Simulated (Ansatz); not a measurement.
Basis-set extrapolation for C$_{3}$H$_{4}$O$_{2}$, SMILES `C=CC(=O)O` (PBE0-D4/def2-TZVP geometry, frozen core, Ansatz 0.2.0). Multiplicity 1, RHF reference.

```
                      def2-TZVPP   def2-QZVPP
                 HF  -265.769402  -265.781240
    MP2 correlation    -0.936773    -1.005476
CCSD(T) correlation    -0.997945      not run
```

Energies in hartree. Use E(X) = E(∞) + A·exp(−7.88·√X) for Hartree–Fock and E(X) = E(∞) + B·X^(−2.97) for correlation, with X = 3 and 4, and add CCSD(T) minus MP2 of the smaller set to the MP2 limit.

**Question.** What is the CCSD(T) energy at the basis-set limit?

**Answer.** HF limit: -265.781240 + (-0.011838) × 0.13774 = -265.78287. MP2 limit: -1.005476 + (-0.068703) × 0.74074 = -1.05637. Higher-order term: -0.997945 − (-0.936773) = -0.06117. Total: -266.90041 hartree, 3.62 eV below CCSD(T)/def2-TZVPP.
